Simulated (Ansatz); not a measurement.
Species: H2N, SMILES `[NH2]` (charge 0, multiplicity 2).

Problem. Give a relaxed geometry from PBE-D3(BJ)/def2-SVP (Ansatz, a quantum-chemistry and plane-wave program).

Solution. the end point of this relaxation (outside a Z-matrix the atoms follow the SMILES, hydrogens last).
Bonds (Å): N1–H2 1.047, N1–H3 1.047. Bond angles (°): H2–N1–H3 100.1.
